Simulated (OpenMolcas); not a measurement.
**CH5NSi (SMILES C[Si]N): levels of theory compared**

Wanted: a comparison of 6 runs (HF/def2-SVPD, B2PLYP/def2-SVPD, BHLYP/def2-SVPD, BLYP/def2-SVPD, M06-2X/def2-SVPD, SVWN5/def2-SVPD) of CH5NSi. 

Program for the calculation: OpenMolcas 26.06.

1 further run of the same task is left out (set aside as unsound or not needed).

## (1) The molecule

CH5NSi: 8 atoms, total charge 0, spin state singlet. SMILES: `C[Si]N`. Geometry: relaxed at PBE0-D4/def2-TZVP. This is one conformer, not always the lowest.

Bond lengths: C1–Si2 1.904 Å, Si2–N3 1.709 Å, C1–H4 1.094 Å, C1–H5 1.094 Å, C1–H6 1.098 Å, N3–H7 1.008 Å, N3–H8 1.010 Å. Angles: C1–Si2–N3 98.7°, Si2–C1–H4 115.0°, Si2–C1–H5 110.7°, Si2–C1–H6 107.9°, Si2–N3–H7 121.7°, Si2–N3–H8 126.1°, H4–C1–H5 108.8°, H4–C1–H6 108.0°, H5–C1–H6 106.1°, H7–N3–H8 112.1°.

## (2) Energy and gradient at HF/def2-SVPD (run 1)

The input, mol.inp:

```
&GATEWAY
BasLib = $CurrDir
Coord
8
angstrom
C       -0.660000       0.824700      -0.552100
Si       0.963800       0.653800       0.427700
N        0.932200      -1.034400       0.690700
H       -1.026400      -0.101800      -1.004300
H       -0.562500       1.583400      -1.334100
H       -1.431400       1.195000       0.135900
H        1.651200      -1.501900       1.220100
H        0.225200      -1.675700       0.360300
Basis = def2-SVPD
Group = NoSym
&SEWARD
&SCF
Thresholds = 1e-10 1e-07 1e-07 1e-05
PrOrbitals = 1
&ALASKA
```

The basis set def2-SVPD is read from a file made from the Basis Set Exchange's data (not shown).

Launch:

```bash
$ export MOLCAS_MEM=1860
$ pymolcas mol.inp > mol.log
```

Output:

```text
--- Start Module: gateway ---
[...]
--- Stop Module: gateway /rc=_RC_ALL_IS_WELL_ ---
[...]
      Basis functions          104
[...]
--- Start Module: scf ---
[...]
       Convergence after  12 Iterations
[...]
::    Total SCF energy                               -384.0010368200
[...]
      Total spin, S                                     0.0000000000
[...]
      Total electronic charge=   32.000000
      Total            charge=   -0.000000
[...]
      Dipole Moment (debye):
      Origin of the operator (angstrom)=    0.5243    0.2236    0.2437
                   X= -9.1111E-01               Y= -1.7802E+00               Z= -2.3843E-01           Total=  2.0140E+00
      Quadrupole Moment (debye*angstrom):
[...]
 *              Molecular gradients               *
 **************************************************
  Irreducible representation: a
 ------------------------------------------------------------------------------------------
                              X                       Y                       Z
 ------------------------------------------------------------------------------------------
  C1                3.20362136508923E-03   -2.94000087492341E-03    2.06877155258844E-03
  SI2              -1.92442489132372E-03   -2.88482257540146E-03   -3.87524739154710E-04
  N3               -2.02121042962500E-03    1.43812647077963E-02   -3.80350513696270E-03
  H4               -2.08543596705191E-04   -8.27056034742313E-04   -2.07852401289177E-04
  H5                8.00395609132643E-04    4.56942122666337E-04    1.81777307772357E-04
  H6                1.35698112574190E-04    4.36413081339682E-04    6.46056476422352E-04
  H7                6.31377695171498E-03   -3.22096922615156E-03    4.46417619564121E-03
  H8               -6.29931312090237E-03   -5.40177120067309E-03   -2.96189925505086E-03
[...]
```

Wall time 30 s (1 thread of AMD EPYC 7R43 (Zen 3), shared host); peak memory 0.59 GiB.

## (3) A single-point energy at B2PLYP/def2-SVPD (run 2)

The input, mol.input:

```
* CH5NSi Kohn-Sham DFT
>>> EXPORT MOLCAS_PRINT=2

&GATEWAY
  BasLib
  $CurrDir
  Coord
  8
  bohr
  C     -1.24721924     1.55845713    -1.04331779
  Si     1.82131804     1.23550294     0.80823586
  N      1.76160269    -1.95473270     1.30523383
  H     -1.93961489    -0.19237412    -1.89785195
  H     -1.06297095     2.99219235    -2.52108362
  H     -2.70495397     2.25822272     0.25681378
  H      3.12031578    -2.83817967     2.30565484
  H      0.42556632    -3.16661407     0.68086832
  Basis
  def2-SVPD
  Group
  NoSym

&SEWARD
  GridInput
  Grid=UltraFine
  End of Grid

&SCF
  KSDFT
  B2PLYP_SCF
  Thresholds
  1e-10 1e-07 1e-07 1e-05
  PrOrbitals
  1 2

&MBPT2
  Frozen
  7
```

The basis set def2-SVPD is read from a file made from the Basis Set Exchange's data (not shown).

Launch:

```bash
$ export MOLCAS_MEM=1860
$ pymolcas mol.input > mol.log
```

Output:

```text
--- Start Module: gateway ---
[...]
--- Stop Module: gateway /rc=_RC_ALL_IS_WELL_ ---
[...]
      Basis functions          104
[...]
--- Start Module: scf ---
[...]
       Convergence after  12 Iterations
[...]
::    Total KS-DFT energy                            -384.8321081386
[...]
      Total spin, S                                     0.0000000000
[...]
      Total electronic charge=   32.000000
      Total            charge=   -0.000000
[...]
      Dipole Moment (debye):
      Origin of the operator (angstrom)=    0.5243    0.2236    0.2437
                   X= -8.1317E-01               Y= -1.7415E+00               Z= -1.7793E-01           Total=  1.9302E+00
      Quadrupole Moment (debye*angstrom):
[...]
--- Stop Module: scf /rc=_RC_ALL_IS_WELL_ ---
[...]
--- Start Module: mbpt2 ---
[...]
 ###    WARNING: MP2 implementation intended for RHF references only         ###
 ###############################################################################
MBPT2 WARNING: Reference function according to RunFile:KS-DFT
I'll assume you know what you're doing and continue
WARNING!
Default frozen orbitals as non valence orbitals is overwritten by user input.
Default values:   4
[...]
       Reference weight ( Cref**2 )         =        0.79677
::    Total MBPT2 energy                             -385.3579892524
[...]
      Total MBPT2 calculations                           0.82      0.99
--- Stop Module: mbpt2 /rc=_RC_ALL_IS_WELL_ ---
[...]
```

Run time: 58 s. Hardware: 1 thread of AMD EPYC 7R43 (Zen 3), shared host; peak memory 0.59 GiB.

## (4) Energy and forces at BHLYP/def2-SVPD (run 3)

The input, mol.input:

```
>>> EXPORT MOLCAS_PRINT=2
&GATEWAY
BasLib
$CurrDir
Coord
8
angstrom
C       -0.660000       0.824700      -0.552100
Si       0.963800       0.653800       0.427700
N        0.932200      -1.034400       0.690700
H       -1.026400      -0.101800      -1.004300
H       -0.562500       1.583400      -1.334100
H       -1.431400       1.195000       0.135900
H        1.651200      -1.501900       1.220100
H        0.225200      -1.675700       0.360300
Basis
def2-SVPD
Group
NoSym
&SEWARD
GridInput
Grid=UltraFine
End of Grid
&SCF
KSDFT
HYB_GGA_XC_BHANDHLYP
Thresholds
1e-10 1e-07 1e-07 1e-05
PrOrbitals
0
&ALASKA
```

The basis set def2-SVPD is read from a file made from the Basis Set Exchange's data (not shown).

Launch:

```bash
$ export MOLCAS_MEM=1860
$ pymolcas mol.input > mol.log
```

Output:

```text
--- Start Module: gateway ---
[...]
--- Stop Module: gateway /rc=_RC_ALL_IS_WELL_ ---
[...]
      Basis functions          104
[...]
--- Start Module: scf ---
[...]
       Convergence after  12 Iterations
[...]
::    Total KS-DFT energy                            -385.1401132040
[...]
      Total spin, S                                     0.0000000000
[...]
      Total electronic charge=   32.000000
      Total            charge=   -0.000000
[...]
      Dipole Moment (debye):
      Origin of the operator (angstrom)=    0.5243    0.2236    0.2437
                   X= -7.9489E-01               Y= -1.7207E+00               Z= -1.6897E-01           Total=  1.9029E+00
      Quadrupole Moment (debye*angstrom):
[...]
 *              Molecular gradients               *
 **************************************************
  Irreducible representation: a
 ------------------------------------------------------------------------------------------
                              X                       Y                       Z
 ------------------------------------------------------------------------------------------
  C1                4.36889822644115E-04   -1.04186381315841E-03    1.12350510767634E-04
  SI2              -1.12499156705148E-03   -5.04273356856011E-03    2.76411363737239E-04
  N3               -7.30829420958923E-04    8.63096882012382E-03   -2.02054905994764E-03
  H4                1.90720924008847E-04   -9.60231167645986E-06    6.63126236295497E-05
  H5                5.87747499599930E-04    8.70153392913409E-05    3.10816449074824E-04
  H6                2.57494841007677E-04    1.56166503460176E-04    4.46118464152434E-04
  H7                2.58767287261286E-03   -1.10579850336023E-03    1.81326294224560E-03
  H8               -2.20470497184877E-03   -1.67415246620628E-03   -1.00472329363310E-03
[...]
```

Run time: 70 s. Hardware: 1 thread of AMD EPYC 7R43 (Zen 3), shared host; peak memory 0.59 GiB.

Runs 4 to 5 aren't shown in full; the table further down has their settings and results.

## (5) Energy and forces at SVWN5/def2-SVPD (run 6)

The input, struct.xyz:

```xyz
8

C     -0.660000     0.824700    -0.552100
Si     0.963800     0.653800     0.427700
N      0.932200    -1.034400     0.690700
H     -1.026400    -0.101800    -1.004300
H     -0.562500     1.583400    -1.334100
H     -1.431400     1.195000     0.135900
H      1.651200    -1.501900     1.220100
H      0.225200    -1.675700     0.360300
```

The input, mol.input:

```
>>> EXPORT MOLCAS_PRINT=2

&gateway
 baslib
 $CurrDir
 coord
 struct.xyz
 basis
 def2-SVPD
 group
 NoSym

&seward
 gridinput
 Grid=UltraFine
 End of Grid

&scf
 ksdft
 SVWN5
 thresholds
 1e-10 1e-07 1e-07 1e-05
 prorbitals
 1 2

&alaska
```

The basis set def2-SVPD is read from a file made from the Basis Set Exchange's data (not shown).

Launch:

```bash
$ export MOLCAS_MEM=1860
$ pymolcas mol.input > mol.log
```

Output:

```text
--- Start Module: gateway ---
[...]
--- Stop Module: gateway /rc=_RC_ALL_IS_WELL_ ---
[...]
      Basis functions          104
[...]
--- Start Module: scf ---
[...]
       Convergence after  15 Iterations
[...]
::    Total KS-DFT energy                            -383.2071191828
[...]
      Total spin, S                                     0.0000000000
[...]
      Total electronic charge=   32.000000
      Total            charge=   -0.000000
[...]
      Dipole Moment (debye):
      Origin of the operator (angstrom)=    0.5243    0.2236    0.2437
                   X= -8.8066E-01               Y= -1.8620E+00               Z= -1.7726E-01           Total=  2.0674E+00
      Quadrupole Moment (debye*angstrom):
[...]
 *              Molecular gradients               *
 **************************************************
  Irreducible representation: a
 ------------------------------------------------------------------------------------------
                              X                       Y                       Z
 ------------------------------------------------------------------------------------------
  C1               -1.02447892451689E-02    2.72505841090775E-03   -5.80164907938485E-03
  SI2              -9.78897200914375E-04   -1.04124043410643E-02    9.64010366631296E-04
  N3                6.12865496117720E-04   -5.53917169875273E-03    1.29316489765996E-03
  H4                3.60513293636266E-03    9.87103613460949E-03    4.31461395778010E-03
  H5               -8.43134198899045E-04   -7.52244387524836E-03    7.38461259564582E-03
  H6                6.98891034169513E-03   -3.67532796194925E-03   -6.34313720202639E-03
  H7               -9.76665307805868E-03    5.71395807173536E-03   -7.03058730251227E-03
  H8                1.06265649488448E-02    8.83929525971272E-03    5.21897176616948E-03
[...]
```

Wall time 50 s (1 thread of AMD EPYC 7R43 (Zen 3), shared host); peak memory 0.59 GiB.

## (6) The series

```csv
run,level,task,frozen core orbitals,energy (Eh),dipole moment (D),HOMO energy (eV),LUMO energy (eV),wall time
1,HF/def2-SVPD,gradient,–,-384.001037,2.01,-8.43,2.17,30 s
2,B2PLYP/def2-SVPD,energy,7,-384.974096,1.93,-6.94,0.15,58 s
3,BHLYP/def2-SVPD,gradient,–,-385.140113,1.90,-7.01,-0.13,70 s
4,BLYP/def2-SVPD,gradient,–,-385.154370,1.93,-4.91,-1.81,55 s
5,M06-2X/def2-SVPD,gradient,–,-385.134431,1.90,-7.02,-0.23,90 s
6,SVWN5/def2-SVPD,gradient,–,-383.207119,2.07,-5.08,-2.09,50 s
```

## (7) Summary of results

| quantity | value |
| --- | --- |
| run 6: total energy | -383.20712 Eh |
| run 6: dipole moment | 2.07 D |
| run 6: HOMO energy | -5.08 eV |
| run 6: LUMO energy | -2.09 eV |
| run 6: HOMO–LUMO gap | 2.98 eV |
| run 6: largest force on an atom | 0.760 eV/Å |

What this shows: The dipole moment (its size) runs from 1.90 D (M06-2X/def2-SVPD) to 2.07 D (SVWN5/def2-SVPD). The HOMO–LUMO gap runs from 2.98 eV (SVWN5/def2-SVPD) to 10.60 eV (HF/def2-SVPD). Exact exchange widens orbital gaps. For B2PLYP the log adds the whole second-order term; the table takes 0.27 of it, as the functional is defined. Totals of different functionals can't be ranked against each other. All runs together took 5.9 min, the longest 90 s.
